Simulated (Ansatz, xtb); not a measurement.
Relative energy of two isomers of C5H9F

Structure a is `C=CC(C)(C)F`, a singlet and structure b is `C=CCCCF`, a singlet. Both are isolated molecules in the gas phase, relaxed with PBE0-D3(BJ)/def2-SVP, each in the lowest conformer that the search found.

**Question.** Estimate E(b) − E(a) at the level CCSD(T)/def2-SVP + ΔMP2/def2-TZVPP.

**Answer.** Calculated at CCSD(T)/def2-SVP + ΔMP2/def2-TZVPP: E(b) − E(a) = +31.7 kJ/mol, so structure a lies lower.

Level by level:

```csv
level,geometry,E(b) − E(a) (kJ/mol),departure from the last row (kJ/mol),"job, with rough time for the two"
GFN2-xTB,GFN2-xTB,+14.7,−17.0,"optimisation, 0.13 s"
HF/STO-3G,GFN2-xTB,+20.0,−11.7,"single point, 0.44 s"
r2SCAN-D4/def2-SVP,GFN2-xTB,+38.7,+7.0,"single point, 5.1 s"
PBE0-D3(BJ)/def2-SVP,PBE0-D3(BJ)/def2-SVP,+30.5,−1.2,"optimisation, 44 s"
HF/def2-SVP,PBE0-D3(BJ)/def2-SVP,+26.4,−5.3,part of the CCSD(T) run
MP2/def2-SVP,PBE0-D3(BJ)/def2-SVP,+35.9,+4.3,part of the CCSD(T) run
CCSD(T)/def2-SVP,PBE0-D3(BJ)/def2-SVP,+35.0,+3.3,single point
CCSD(T)/def2-SVP + ΔMP2/def2-TZVPP,PBE0-D3(BJ)/def2-SVP,+31.7,,"single point, 99 s"
```

As drawn, both hold the same kinds of bond in the same numbers. Structure a has 2 methyl groups, b 0.

The levels shown agree on the order. The largest departure from CCSD(T)/def2-SVP + ΔMP2/def2-TZVPP is that of GFN2-xTB, 17.0 kJ/mol. The last row adds to CCSD(T) the change of the MP2 difference between the two basis sets, here −3.3 kJ/mol.

With thermal terms from frequencies at re-optimised GFN2-xTB minima (ideal gas, soft modes damped towards free rotors, one conformer each, 298.15 K, 1 atm): on the last row, ΔE + ΔZPE = +35.3, ΔH = +34.5, ΔG = +33.3 kJ/mol.

The correlated steps freeze 6 core orbitals. Codes used: Ansatz 0.2.0, xtb 6.7.1; the last row on 2 threads of Arm Neoverse V1 on a shared host.
